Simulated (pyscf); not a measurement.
Thermochemistry of product channels of HO–SiH₂–F + F• on the doublet surface, in eV, from ωB97M-D3(BJ)/def2-TZVP energies (ideal gas, 1 atm, RRHO with modes under 100 cm⁻¹ raised to 100, one conformer, R ln 2 for rigid chiral ones). Single points on ωB97X-D3(BJ)/def2-SVP structures (PySCF, gas phase).

```json
[
 {"products": "•O–SiH(F)–F + H₂", "ΔE": "-1.88", "ΔH(298 K)": "-2.04", "ΔG(900 K)": "-2.01", "ΔG(1200 K)": "…"},
 {"products": "HO–Si•(F)–F + H₂", "ΔE": "…", "ΔH(298 K)": "-2.99", "ΔG(900 K)": "-3.09", "ΔG(1200 K)": "-3.13"},
 {"products": "HO–SiH(F)–F + H•", "ΔE": "-2.77", "ΔH(298 K)": "-2.89", "ΔG(900 K)": "-2.73", "ΔG(1200 K)": "-2.69"},
 {"products": "HO–SiH: [singlet] + F–F + H•", "ΔE": "+7.81", "ΔH(298 K)": "+7.56", "ΔG(900 K)": "+6.37", "ΔG(1200 K)": "+5.97"},
 {"products": "HO–SiH•–F + HF", "ΔE": "-1.59", "ΔH(298 K)": "-1.58", "ΔG(900 K)": "-1.83", "ΔG(1200 K)": "…"}
]
```

Some entries are withheld; supply them.


- •O–SiH(F)–F + H₂, ΔG(1200 K): -2.00
- HO–Si•(F)–F + H₂, ΔE: -2.90
- HO–SiH•–F + HF, ΔG(1200 K): -1.90

These are energies of the channels, which say nothing of barriers. Left out: orbital degeneracy and the spin-orbit lowering of F.
